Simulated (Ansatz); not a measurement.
Ansatz (a first-principles code) input (HF/aug-cc-pVTZ): A basis named .json is the Basis Set Exchange file of that set (core-valence sets with the plain set on hydrogen).

Ansatz 0.2 input:
```yaml
crystal:
  periodic: [false, false, false]
  atoms:
    - {symbol: C, position_ang: [0.04971801, 0.58373572, -0.00114401]}
    - {symbol: O, position_ang: [0.07409359, -0.58783396, -0.00094961]}
    - {symbol: H, position_ang: [-0.89105678, 1.20025732, 0.01446098]}
basis:
  gaussian:
    orbitals: aug-cc-pVTZ
    fitting: {mean_field: def2-SV_P_-JKFIT.json}
hamiltonian:
  xc: {name: HF}
magnetization: {spin_polarized: true, initial_magnetization: 1}
```

Output:

```
Functional definition: HF
integrals: 0.01 GiB planned
170 factors; integrals over basis functions are off by at most 1.0e0 eV
mean field: 0.14 GiB planned
mean field evaluation 1: about -3081.2251 eV, gradient 2.0e1 eV
mean field evaluation 2: about -3081.9989 eV, gradient 1.6e1 eV
mean field evaluation 4: about -3082.8953 eV, gradient 5.7e-1 eV
mean field evaluation 8: about -3082.9084 eV, gradient 1.9e-4 eV
mean field -3082.90841610 eV, -113.2947946212 hartree, gradient 2.1e-5 eV, S^2 0.765706; 0 other end points of the search recorded, 0 dependent functions left out
reference -3082.90841610 eV, -113.2947946212 hartree; 8, 7 occupied and 107, 108 virtual orbitals, 170 factors
Total energy: -3082.90841610 eV, -113.2947946212 hartree
```
